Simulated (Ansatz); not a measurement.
**C₂HSi (quartet): from Hartree-Fock to the top rungs, def2-TZVPP**

An exercise on one series of results from a longer session: the logs are not shown, and one member is left open.

Program: Ansatz 0.2.0, Gaussian basis. Level of theory: def2-TZVPP, core rule «outside noble gas», up to 7 orbitals frozen. These are calculated values, not measurements.

The runs, in order: UHF; ROHF; CCSD(T) on UHF.

2 further runs of the same task are left out: 2 set aside as unsound or not needed.

**The geometry**

The geometry is a PBE0/def2-TZVP stationary point (not a proven minimum) of the parent state, kept for this charge and spin.

4 atoms, charge 0, spin multiplicity 4.

Atoms are counted from 1 here; the program's logs count them from 0.

Bond lengths: C1–C2 1.303 Å, C1–Si3 1.845 Å, C2–Si3 1.882 Å, C2–H4 1.081 Å. Angles: C2–C1–Si3 71.1°, C1–C2–Si3 68.0°, C1–C2–H4 148.1°, Si3–C2–H4 143.9°, C1–Si3–C2 40.9°.

Set-up of the first run:

Contents of in.yaml:

```yaml
crystal:
  periodic: [false, false, false]
  atoms:
    - {symbol: C, position_ang: [0.000000, -0.816970, 0.768839]}
    - {symbol: C, position_ang: [0.000000, 0.461908, 1.020060]}
    - {symbol: Si, position_ang: [0.000000, 0.106896, -0.828106]}
    - {symbol: H, position_ang: [0.000000, 1.252374, 1.757882]}
basis:
  gaussian: {orbitals: def2-TZVPP}
magnetization: {spin_polarized: true, initial_magnetization: 3}
hamiltonian: {xc: hf}
output: {orbitals: {seedname: orbitals}}
```

Launch:

```bash
ansatz run in.yaml --threads 1 --pin off --events-out ev --progress --plain --max-ram 2816MiB --backend cpu
```

Steps of the session up to this table: UHF; ROHF; CCSD(T) on UHF.

One of the session's tables, all rows but one given; the rest of the session is left out.

| method | from UCCSD(T) (kJ/mol) |
| --- | --- |
| ROHF | +1072.9 |
| UHF | +1049.9 |
| UMP2 | +119.0 |
| UCCSD | ? |
| UCCSD(T) | 0 |

Q: Estimate the row for UCCSD from the others.

As computed: from UCCSD(T) (kJ/mol): +63.1. In the column «from UCCSD(T) (kJ/mol)» it lies between UCCSD(T) (0) and UMP2 (+119.0).
